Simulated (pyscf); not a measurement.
Structures and frequencies: ωB97X-D3(BJ)/def2-SVP in PySCF.

Estimate the classical barrier height and the reaction energy of F–Si(SiH₃)(SiH₃)–SiH₃ (SMILES F[Si]([SiH3])([SiH3])[SiH3]) + H₂O (SMILES O) → HO–SiH₂–Si(F)(SiH₃)–SiH₃ (SMILES O[SiH2][Si](F)([SiH3])[SiH3]) + H₂ (SMILES [H][H]) at ωB97M-D3(BJ)/def2-TZVP. The step runs on the singlet surface, breaks H–Si, H–O and forms O–Si, H–H; take the separated reactants as zero.

ΔE‡ = 36.5 kcal/mol, ΔE = -13.5 kcal/mol. Zero-point energy shifts the barrier by -0.2 kcal/mol. It is a four-centre exchange, with an imaginary mode of 1311i cm⁻¹. On the reactant side the descent ends in a complex (not fully relaxed), 5.5 kcal/mol under the separated species and 42.8 kcal/mol under the saddle at ωB97X-D3(BJ)/def2-TZVP. At the saddle there is also a short H–Si contact that neither side keeps. This is the saddle that the search found; another between the same sides may lie lower.
